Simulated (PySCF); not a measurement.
An unknown is described by computed data only.

Elements present: C, H and S. Monoisotopic mass: 102.9671 u (electron mass counted); charge +1.

| Item | Value |
| --- | --- |
| 1H NMR | chemical shifts (computed TMS as zero) by class: 10.69 (1 H), 9.32 (2 H) ppm [GIAO PBE0/pcSseg-1] |
| UV, first state | lowest singlet excitation: 5.06 eV (245 nm, f = 0.051) [TDDFT wB97X-D/def2-SVPD] |
| Rotational structure | rotational constants A, B, C: 6.947, 3.441, 2.301 GHz [GFN2-xTB] |
| 13C NMR | chemical shifts (computed TMS as zero) by class: 196.2 (1 C), 153.3 (2 C) ppm [GIAO PBE0/pcSseg-1] |
| NMR, other nuclei | isotropic shieldings of nuclei other than C and H, by class: 71 (2 S) ppm [GIAO PBE0/pcSseg-1] |
| Triplet | lowest triplet excitation (Tamm–Dancoff): 3.48 eV [TDA wB97X-D/def2-SVPD] |
| UV, strongest line | among the 8 lowest singlet transitions: S6 at 7.43 eV (167 nm, f = 0.274) [TDDFT wB97X-D/def2-SVPD] |

The electronic properties come from PySCF, for the isolated species, density fitting. Levels stand in brackets. Isolated species at its GFN2-xTB geometry, gas phase. NMR classes are plain means over equivalent atoms (diastereotopic ones count apart unless rotation or inversion swaps them), as if these changed places fast.

Task: Which formula fits the mass and the elements?

Result: C3H3S2 (calculated 102.9671). No other formula that holds each of these elements comes within 0.0003 u with a fitting electron parity and a possible valence count.

Task: Propose a structure and show how it fits.

Result: Numbering: `[cH:1]1[cH:2][s:3][cH+:4][s:5]1`. 3 carbons fall into 2 classes; from least to most shielded: aromatic CH next to a ring sulfur [C4] (196.2 ppm), aromatic CH next to a ring sulfur [C1/C2] (153.3 ppm, 2 C). Hydrogen classes from least to most shielded: 1 H on an aromatic CH next to a ring sulfur, C4 (10.69 ppm), 2 H on 2 like atoms (aromatic CH next to a ring sulfur), C1/C2 (9.32 ppm). The other shieldings belong to: 71 ppm, ring sulfur [S3/S5]. S1 is mainly HOMO→LUMO (weight 0.96); the largest Löwdin shares of the orbital it empties are 0.28 on each of 2 atoms of one kind (aromatic CH next to a ring sulfur) and 0.23 on an aromatic CH next to a ring sulfur, of the orbital it fills 0.36 on an aromatic CH next to a ring sulfur and 0.25 on each of 2 atoms of one kind (ring sulfur). The optimised geometry has point group C2v and is an asymmetric top. Structure: `s1[cH+]scc1`. The assignments are read from this structure; whether some other isomer fits the data as well wasn't checked.
